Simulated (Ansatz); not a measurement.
Input for Ansatz (development build ahead of 0.2.0):

```yaml
crystal:
  periodic: [false, false, false]
  atoms:
    - { symbol: C, position_ang: [0.0, 0.0, -1.29675] }
    - { symbol: C, position_ang: [0.0, 0.0, 0.0] }
    - { symbol: O, position_ang: [0.0, 0.0, 1.11055] }
basis:
  gaussian: { orbitals: def2-SVP }
magnetization:
  initial_magnetization: 2
hamiltonian:
  xc: hf
correlation:
  method: mp2
  frozen_orbitals: { C: 1, O: 1 }
scf:
  omitted_lower_state_checks: [starts, atomic_configurations, cluster_reference, orbital_swaps, given_window_search, neighbouring_geometries, increment]
```

The input is written out in the form of the current development build from the run's settings. Correlation on restricted open-shell orbitals is semicanonical, with singles.

The run gave:

```yaml
Converged: yes
Reference_energy: -150.32481 hartree
Correlation_energy: -0.37369 hartree
Total_energy: -150.69850 hartree
Spin_squared_of_the_determinant: 2.000
Stability_test: minimum among restricted orbitals
Occupied_orbitals_by_symmetry_in_an_Abelian_subgroup_alpha;_beta: 7 A1 2 B1 2 B2; 7 A1 1 B1 1 B2
```

Messages of the program:
```
mean field -4090.54654934 eV, -150.3248130162 hartree, gradient 2.5e-6 eV, S^2 2.000000; 0 other ends of a descent, 0 dependent functions left out
```
